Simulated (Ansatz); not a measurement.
## HOB, singlet: reading a ladder of total energies

Geometry: a PBE0/def2-TZVP stationary point for this spin, not checked as a minimum.

```yaml
atoms:
  - { symbol: B, position_ang: [0.0000, 0.0000, 1.1655] }
  - { symbol: O, position_ang: [0.0000, 0.0000, -0.1066] }
  - { symbol: H, position_ang: [0.0000, 0.0000, -1.0588] }
```

Basis cc-pVTZ; Ansatz 0.2.0. Only valence electrons are correlated (noble-gas cores frozen), which leaves 10 electrons in 72 orbitals. R marks a restricted (for open shells ROHF) determinant.

Full CI isn't at hand for all of this; RCCSDT(Q) serves as the reference, and is uncertain by the last step of the cluster series or more.

RCCSD has a T1 diagnostic of 0.016 and a largest doubles amplitude of 0.08.

Runs differ by some tens of microhartree through their thresholds, so steps under 0.03 kcal/mol mean nothing.

| level | total energy (hartree) |
| --- | --- |
| RHF | -100.135386 |
| RMP2 | -100.449740 |
| RCCSD | -100.463578 |
| RCCSD(T) | -100.476213 |
| RCCSDT | -100.476513 |
| RCCSDT(Q) | -100.477179 |

What is the correlation energy at RCCSDT(Q), and what share of it do RMP2 and RCCSD(T) recover?

E(corr) = -100.477179 − (-100.135386) = -0.341793 hartree = -9.301 eV. RMP2: -0.314354 / -0.341793 = 91.97 %. RCCSD(T): -0.340827 / -0.341793 = 99.72 %.

By how many kcal/mol does RCCSD(T) miss RCCSDT(Q) (1 hartree = 627.509 kcal/mol), and which steps make up the rest?

-100.476213 − (-100.477179) = 0.000966 hartree = 0.61 kcal/mol. Steps: RCCSDT − RCCSD(T) = -0.19, RCCSDT(Q) − RCCSDT = -0.42 kcal/mol. That is within 1 kcal/mol of the reference in this basis, which itself misses far more of the correlation at the basis-set limit.
